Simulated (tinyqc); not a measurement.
Inside a calculation. Method: RKS/B3LYP (VWN-RPA form) in the sto-6g basis, for HF, spin multiplicity 1. One step of it, computed by the program tinyqc.

Task: Iteration 1: diagonalisation and new density. Diagonalise F' = X^T F X, C = X C', fill 5 alpha and 5 beta electrons from the bottom; D = 2 C_occ C_occ^T. Each column has its largest component positive (the first on a tie).

Kohn-Sham matrix F (hartree):
```
             1F 1s      1F 2s     1F 2px     1F 2py     1F 2pz      2H 1s
1F 1s   -27.017571  -6.342204   0.045693  -0.016046   0.012884  -0.555939
1F 2s    -6.342204  -2.712634   0.033686  -0.011832  -0.004865  -0.474025
1F 2px    0.045693   0.033686  -0.481353  -0.001944   0.002641   0.019579
1F 2py   -0.016046  -0.011832  -0.001944  -0.486258  -0.000935  -0.006877
1F 2pz    0.012884  -0.004865   0.002641  -0.000935  -0.504551  -0.211850
2H 1s    -0.555939  -0.474025   0.019579  -0.006877  -0.211850  -0.187490
```

X:
```
            1F 1s      1F 2s    1F 2px    1F 2py     1F 2pz      2H 1s
1F 1s    1.021465  -0.123172  0.000000  0.000000  -0.002415   0.012284
1F 2s   -0.123172   1.046604  0.000000  0.000000   0.021846  -0.133730
1F 2px   0.000000   0.000000  1.000000  0.000000   0.000000   0.000000
1F 2py   0.000000   0.000000  0.000000  1.000000   0.000000   0.000000
1F 2pz  -0.002415   0.021846  0.000000  0.000000   1.018718  -0.115034
2H 1s    0.012284  -0.133730  0.000000  0.000000  -0.115034   1.043378
```

Give: F' = X^T F X; orbital energies; coefficients C; D after iteration 1.

Result:

F' = X^T F X (hartree):
```
          1        2        3        4        5        6
1  -26.6477  -3.0641   0.0428  -0.0150   0.0018  -0.0419
2   -3.0641  -1.6344   0.0271  -0.0095   0.0219  -0.1991
3    0.0428   0.0271  -0.4814  -0.0019   0.0011   0.0162
4   -0.0150  -0.0095  -0.0019  -0.4863  -0.0004  -0.0057
5    0.0018   0.0219   0.0011  -0.0004  -0.4754  -0.1564
6   -0.0419  -0.1991   0.0162  -0.0057  -0.1564  -0.0738
```

orbital energies (hartree): MO1 -27.0179, MO2 -1.2957, MO3 -0.5275, MO4 -0.4869, MO5 -0.4796, MO6 0.0086

coefficients C:
```
            MO1      MO2      MO3      MO4      MO5      MO6
1F 1s    0.9994  -0.2401   0.0143   0.0000  -0.0053   0.0459
1F 2s    0.0028   1.0194  -0.0790  -0.0001   0.0308  -0.2871
1F 2px  -0.0017  -0.0294  -0.1005   0.3294   0.9381   0.0236
1F 2py   0.0006   0.0103   0.0355   0.9442  -0.3272  -0.0083
1F 2pz  -0.0002   0.0078   0.9257  -0.0004   0.1103  -0.4271
2H 1s   -0.0013   0.0304   0.2180   0.0000  -0.0018   1.0351
```

D after iteration 1:
```
          1F 1s    1F 2s   1F 2px   1F 2py   1F 2pz    2H 1s
1F 1s    2.1132  -0.4865  -0.0022   0.0008   0.0212  -0.0109
1F 2s   -0.4865   2.0929   0.0136  -0.0048  -0.1236   0.0274
1F 2px  -0.0022   0.0136   1.9989   0.0004   0.0202  -0.0489
1F 2py   0.0008  -0.0048   0.0004   1.9999  -0.0071   0.0172
1F 2pz   0.0212  -0.1236   0.0202  -0.0071   1.7383   0.4038
2H 1s   -0.0109   0.0274  -0.0489   0.0172   0.4038   0.0969
```
